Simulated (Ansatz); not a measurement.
## BS⁺, triplet along the distance B1-S2

Starting geometry (PBE0/def2-TZVP stationary point for this spin):

```
atom   x (Å)   y (Å)   z (Å)
   B  0.0000  0.0000  0.0000
   S  0.0000  0.0000  1.7033
```

From there S2 moves along the line of the two atoms named below, all else staying in place; atoms are numbered as listed. Energies are in eV, counted from the starting geometry at the same level. Kohn–Sham curves are unrestricted where that lies lower.

Basis cc-pVTZ; Ansatz 0.2.0. Correlated methods freeze the noble-gas cores. R marks a restricted (for open shells ROHF) determinant, U an unrestricted one.

Unrestricted rows (U, and Kohn–Sham where it breaks symmetry) aren't spin-pure: their determinants' ⟨S²⟩ exceeds S(S+1) by up to 0.31, so they mix in states of higher spin. A value is left out where its run failed or describes another state than the reference as far as symmetry and spin tell, or, spin-broken singlets apart, can't be checked. The reference follows the lowest state, whose symmetry changes from Π to Σ⁻ or Δ between 1.873 and 3.154.

Full CI isn't at hand for all of this; UCCSDT(Q) serves as the reference, and is uncertain by about the last step of the cluster series. The frozen core follows each run's orbitals, which can shift R against U totals by a few meV.

| distance B1-S2 (Å) | UCCSDT(Q) | curve A | curve B | curve C | curve D |
| --- | --- | --- | --- | --- | --- |
| 1.509 | 0.914 | 0.817 | 0.861 | 0.901 | 0.948 |
| 1.703 | 0.000 | 0.000 | 0.000 | 0.000 | 0.000 |
| 1.873 | 0.215 | 0.303 | 0.264 | 0.232 | 0.193 |
| 3.154 | 1.830 | 2.185 | 1.692 | 1.815 | 1.611 |
| 4.616 | 2.485 | 2.908 | 2.274 | 2.449 | – |

(1) The curves come from RCCSD, RCCSD(T), RPA-PBE, wB97X-V. Compare each with UCCSDT(Q) and say which is which.

## Answers

(1) A: wB97X-V, B: RCCSD, C: RCCSD(T), D: RPA-PBE. Spread of the error against UCCSDT(Q), over the points where both stand: A 0.520, B 0.260, C 0.052, D 0.253 eV. wB97X-V at 4.616 Å lies 0.423 eV (17 %) above the reference in this basis.
